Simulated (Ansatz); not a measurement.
We consider bcc Ta, described by rVV10 (Ansatz, a first-principles code, plane waves, PAW).

Numerical settings: plane-wave cutoff 500 eV, 30×30×30 k mesh, Fermi–Dirac smearing 0.1 eV, scalar-relativistic PAW data made under PBE.

Computed at the level's own relaxed cell.

Q: What does this level give for the equilibrium volume per atom and equilibrium lattice constant a?

A: 
- equilibrium volume per atom: 18.59 Å³/atom
- equilibrium lattice constant a: 3.338 Å

Measured, for comparison: equilibrium volume per atom 17.95 Å³/atom, lattice constant a 3.299 Å (static lattice: zero-point anharmonic expansion removed; as tabulated in Mejia-Rodriguez and Trickey (2018), arXiv:1807.09216). Computed (rounded) less measured: equilibrium volume per atom +3.6 %, lattice constant a +1.2 %.

Spin–orbit coupling is not included.

Static lattice: no zero-point or thermal effects.
